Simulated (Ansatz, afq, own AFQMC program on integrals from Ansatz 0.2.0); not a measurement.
# Atomization energy of GePH, singlet, worked out

```xyz
3

Ge    0.0000    0.0000    0.1578
P     0.0000    0.0000   -1.8373
H     0.0000    0.0000    1.6795
```

Connectivity, by distances: GeH–P.

Basis cc-pVDZ. Only valence electrons are correlated. Integrals, coupled cluster, full CI and functionals: Ansatz 0.2.0; the random walks run on the same integrals in our own AFQMC program. The CISD trial takes its coefficients from CCSD amplitudes. Released means that phaseless walkers are propagated on without the constraint, phases kept. Uncertainties: one standard error, sampling alone. No spin–orbit coupling.

Total energies in eV. CBS is CCSD(T) at the limit of def2-TZVPP/QZVPP (extrapolated itself); the highest rung of each member is named.

Cautions: inner d shell frozen; no relativity below Rb; no spin-orbit coupling; GePH (singlet): restricted determinant unstable towards unrestricted (UHF 204 meV lower, ⟨S²⟩ 0.72), raised T1 diagnostic (T1 0.021, weight of the determinant 0.84, largest double 0.13), the released energies are still falling, so no released level is given (meV from the phaseless value at times in 1/Eh: -4 ± 4 at 0.24, -5 ± 4 at 0.51, -10 ± 3 at 0.99, -15 ± 3 at 1.62, -20 ± 3 at 2.40), though the last usable value meets CCSDTQ within the noise, its ph-AFQMC/CISD value lies 20 ± 5 meV above CCSDTQ.

```
       member  count  CCSD(T)/cc-pVDZ  highest rung in cc-pVDZ   which  CCSD(T)/CBS
 Ge (triplet)     +1      -56473.1139              -56473.1222     FCI  -56475.5964
  P (quartet)     +1       -9273.4045               -9273.4147     FCI   -9274.5665
  H (doublet)     +1         -13.5861                 -13.5861     FCI     -13.6059
GePH, singlet     -1      -65765.2957              -65765.3549  CCSDTQ  -65770.0097
```

**Question.** Work out the best estimate of the atomization energy: the CCSD(T)/CBS difference plus the step from CCSD(T) to the highest rung.

**Answer.** Sums with the counts: CCSD(T)/CBS 6.2409 eV, highest rung 5.2319 eV, CCSD(T)/cc-pVDZ 5.1912 eV. The step is 5.2319 − 5.1912 = 0.0407 eV, so the best estimate is 6.2409 + (0.0407) = 6.2816 eV = 144.9 kcal/mol. The basis set is worth 1.050 eV of it. Zero-point, core-correlation and spin–orbit terms aren't in it. Past Ne the Hartree–Fock part of each CBS total tends to overshoot, since the cores don't follow the formula; that largely cancels in the difference.

Best estimates are given only where the step beyond CCSD(T) is under 0.3 eV and no member's determinant is very poor (T1 over 0.05, or 0.07 for open shells, ⟨S²⟩ too high by 0.3, two states mixed), so the hardest cases are missing from such tables.

CCSDT and higher add their correlation energy to the determinant of the CCSD(T) run, since their own runs factorise the integrals more tightly (a shift of under 2 meV). Each member of a difference takes its own highest rung, so a best estimate needn't equal the limit plus the step of one row.
